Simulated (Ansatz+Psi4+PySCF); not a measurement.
A calculation with Ansatz (development build ahead of 0.2.0).

```yaml
crystal:
  periodic: [false, false, false]
  atoms:
    - { symbol: F, position_ang: [0.0, 0.0, 0.85237] }
    - { symbol: F, position_ang: [0.0, 0.0, -0.85237] }
basis:
  gaussian: { orbitals: cc-pVTZ }
total_charge: 1
magnetization:
  initial_magnetization: 1
hamiltonian:
  xc: hf
correlation:
  method: mp2
  frozen_orbitals: { F: 1 }
scf:
  omitted_lower_state_checks: [stability, starts, atomic_configurations, cluster_reference, orbital_swaps, given_window_search, neighbouring_geometries, increment]
```

The input is written out in the form of the current development build from the run's settings. Correlation on restricted open-shell orbitals is semicanonical, with singles.

The run gave:

```yaml
Converged: yes
Reference_energy: -198.15709 hartree
Correlation_energy: -0.43881 hartree
Total_energy: -198.59590 hartree
Spin_squared_of_the_determinant: 0.750
```

Caution: large amplitudes, a single reference is doubtful; an unrestricted determinant lies well below; the charge can sit on one fragment and break the point group; the determinant breaks the point group; another reference gives a lower total.
